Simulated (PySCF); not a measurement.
Gas-phase reaction: 3 CH3SiH2 ⇌ (CH3)3SiH + Si2H5

Energies from PySCF, thermal terms from the rigid-rotor harmonic-oscillator model, ideal gas at 1 bar. † marks an energy on the PBE0/def2-TZVP geometry and frequencies; other levels use their own. MP2 freezes the core. 6-31G* has spherical d functions here. Open shells (unrestricted): CH3SiH2 (multiplicity 2), Si2H5 (multiplicity 2); the rest are closed-shell singlets. B3LYP is the form with VWN-RPA correlation. CH3SiH2, Si2H5: computed as isolated molecules; such fragments, hydroxides, amides, oligomers or adducts are transient or little studied in the gas. MP2 isn't extrapolated to the basis-set limit; its ΔH°(298 K) is -322.6 kJ in def2-SVP and -341.5 kJ in def2-TZVPP. The harmonic model lacks anharmonicity and excited electronic states, which grow with temperature; levels with a mode under 35 cm⁻¹ are left out. Internal rotation in CH3SiH2, (CH3)3SiH, Si2H5 is treated as a harmonic vibration of one conformer, which makes the entropy rough.

| level | ΔE electronic, kJ | ΔH°(298 K), kJ | ΔS°(298 K), J/K | ΔG°(2000 K), kJ |
|---|---|---|---|---|
| B3LYP/6-31G* | -328 | -319 | -181 | 17 |
| B3LYP/def2-TZVP† | -328 | -319 | -180 | 16 |
| BLYP/def2-TZVP† | -316 | -307 | -180 | 28 |
| HF/def2-TZVP† | -260 | -251 | -180 | 83 |
| MP2/def2-TZVPP† | -351 | -342 | -180 | -7 |
| PBE/def2-SVP | -334 | -324 | -179 | 8 |
| LDA/def2-TZVP† | -382 | -373 | -180 | -38 |
| ωB97M-V/def2-TZVP† | -365 | -356 | -180 | -22 |
| ωB97X-V/def2-TZVP† | -366 | -357 | -180 | -22 |
ΔH° is lowest at LDA/def2-TZVP† and highest at HF/def2-TZVP†. No reference value is set beside these.
